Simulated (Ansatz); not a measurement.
Born–Oppenheimer molecular dynamics of H7NSSi (10 atoms, charge 0, multiplicity 1). It starts from a rough guess of a transition structure, not a stationary point.

The calculation used UHF/6-31G* in Ansatz.

- ensemble: NVE (velocity Verlet)
- time step: 0.5 fs
- steps asked: 150
- starting velocities drawn for: 1000 K
- seed: 713358

First frame:

```xyz
10
Properties=species:S:1:pos:R:3
Si -0.273 -0.553 0.028
S 1.656 1.070 0.112
H 0.316 -1.615 -0.763
H -1.003 -0.233 1.243
N -1.369 0.102 -1.127
H 1.690 -0.389 1.163
H 1.030 -1.105 1.264
H 1.147 1.792 1.102
H -2.012 0.847 -0.906
H -1.182 0.084 -2.117
```

(1) How far do the bonds stretch over the last three quarters of this one trajectory? (Pairs bonded in most of those frames.)

Results:

(1) 
```
  bond  mean (Å)  spread (Å)  shortest  longest
Si1–S2     2.202       0.181      1.95     2.49
Si1–H3     1.487       0.010      1.47     1.51
Si1–H4     1.486       0.019      1.45     1.52
Si1–N5     1.726       0.044      1.65     1.80
 S2–H8     1.328       0.007      1.32     1.34
 N5–H9     1.003       0.045      0.94     1.07
N5–H10     1.001       0.030      0.96     1.05
 H6–H7     0.771       0.110      0.61     0.92
```

Mean temperature of the second half: 3190 K. The conserved energy stayed within 1.7 meV per atom of its start (net change 0.021 meV per atom), so there is no drift, though single steps change it by up to 22 meV in the whole system, a sign of fast motions only just resolved. The system heated up, since it started high on the potential surface and ran downhill. A run of 0.075 ps of so small a system gives no equilibrium averages. The orbitals stay closed-shell, which can raise the energy where a bond breaks towards radicals; this wasn't checked here.

Time of the run: 3.4 min on 1 thread of AMD EPYC 7R13 Processor (Zen 3), on a shared host, peak memory 0.15 GiB.
